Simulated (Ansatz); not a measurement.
CHO2, SMILES `[O]C=O` radical. The species carries charge 0 and has multiplicity 2.

```xyz
4

O     1.147    0.253   -0.435
C     0.056   -0.094   -0.032
O    -0.687   -1.034    0.173
H    -0.516    0.874    0.293
```

Give the diagnostics of a CCSD(T)/def2-TZVPP run (frozen core, Ansatz). (Estimate.)

The calculation gave: T1 = 0.0842, largest single amplitude 0.453, largest double 0.070, (T) share of the correlation energy 4.7 %, 16 CCSD cycles. ⟨S²⟩ of the UHF reference is 0.772 against 0.75 for a pure state. T1 lies over the customary mark of 0.045 for open shells.
